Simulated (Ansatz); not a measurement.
## 2H WS2: static dielectric constant by level of theory

No measured value is used here.

| level (code) | value | cell (Å³/atom) |
|---|---|---|
| LDA (Ansatz) | 11.7 | 17.16 |
| PBE (Ansatz) | … | 21.83 |
| PBEsol (Ansatz) | 10.9 | 18.13 |
| PBE-D3(BJ) (Ansatz) | 11.7 | 17.43 |
| PBE-D3(BJ)+SOC (Ansatz) | 11.8 | 17.42 |
| PBE-D4 (Ansatz) | 11.6 | 17.53 |
| r²SCAN (Ansatz) | … | 19.10 |

**Question.** Complete the blanks.

**Answer.** 
- PBE (Ansatz, a quantum-chemistry and plane-wave program), value: 8.84
- r²SCAN (Ansatz), value: 10.0

For crystals that are not cubic the mean over three axes is given. The crystal itself was run without spin with LDA, PBE, PBEsol, PBE-D3(BJ), PBE-D4, r²SCAN; a magnetic state was not tried in these runs. Density-functional levels without +SOC have no spin–orbit coupling. LDA: LDA has no dispersion term either, though it tends to give short spacings of layers, chains or molecules. PBE, PBEsol, r²SCAN: the cell comes from a level without a dispersion term, which matters for the spacing of layers, chains or molecules. PBE-D3(BJ), PBE-D4: the dispersion coefficients are held fixed in the derivatives. Each level is taken at its own relaxed cell. Cutoffs differ between the levels. Ansatz's density-functional and Hartree–Fock values are scalar-relativistic unless marked +SOC, with PAW data made under PBE.
